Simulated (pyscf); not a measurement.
Single points on ωB97X-D3(BJ)/def2-SVP structures (PySCF, gas phase).

Problem. H₃C–CH₃ (SMILES CC) + SnH₂ (SMILES [SnH2]) [singlet] → H₃C–CH₂–SnH₃ (SMILES C[CH2][SnH3])
Surface: singlet. Broken: C–H. Formed: C–Sn, H–Sn. Give ΔE‡ and ΔE from PBE0-D3(BJ)/def2-TZVP, relative to the separated reactants.

Solution. ΔE‡ = 40.0 kcal/mol, ΔE = -12.5 kcal/mol. CCSD(T)/def2-TZVPP + ΔMP2(QZVPP) gives 39.8 kcal/mol and -13.5 kcal/mol. Zero-point energy shifts the barrier by -0.7 kcal/mol. It is an insertion, with an imaginary mode of 1282i cm⁻¹. On the reactant side the descent ends in a complex (not fully relaxed), 5.4 kcal/mol under the separated species and 50.2 kcal/mol under the saddle at ωB97X-D3(BJ)/def2-TZVP. At ωB97X-D3(BJ) the barrier from the zero used here is 44.8 kcal/mol. H₃C–CH₂–SnH₃ lies 8.1 kcal/mol over its isomer H₃C–SnH₂–CH₃, and others may lie lower still (electronic energy, ωB97M-D3(BJ)). This is the saddle that the search found; another between the same sides may lie lower. The CCSD(T) − MP2 part came from Ansatz, without density fitting, on the same reference. The frozen core leaves the outer d or s,p core shells of the metals and heavy elements correlated in the MP2 and CC values, and def2-TZVPP describes them poorly, which can shift differences by a few kcal/mol. Elements past Kr carry the def2 core potentials, without spin-orbit coupling.
